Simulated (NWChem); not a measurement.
**Which level was it?**

SiH2SF has 5 atoms, charge 0, and is taken as a doublet. As SMILES, `F[SiH2][S]`. The shape is that of a PBE0-D4/def2-TZVP optimisation.

```tsv
atom	x (Å)	y (Å)	z (Å)
F	-0.3243	-0.0233	1.5854
Si	0.0860	-0.0810	0.0445
S	-1.1480	1.0613	-1.2110
H	-0.0235	-1.4931	-0.3910
H	1.4597	0.4626	-0.0693
```

A calculation with NWChem 7.3.0 gave:

```yaml
total_energy: -115.0424 Eh
dipole_moment: 2.13 D
⟨S²⟩: 0.752
largest_force: 3.241 eV/Å
```

**Question.** Which of these levels gave the numbers?
A. B3LYP/MINI
B. B3LYP/SBKJC-VDZ (core potential)
C. B3LYP/MIDI!
D. B3LYP/LANL2DZ (core potential)

**Answer.** D. The others give -39.3490 Eh (B3LYP/SBKJC-VDZ (core potential)), -784.4808 Eh (B3LYP/MINI), -784.8021 Eh (B3LYP/MIDI!).
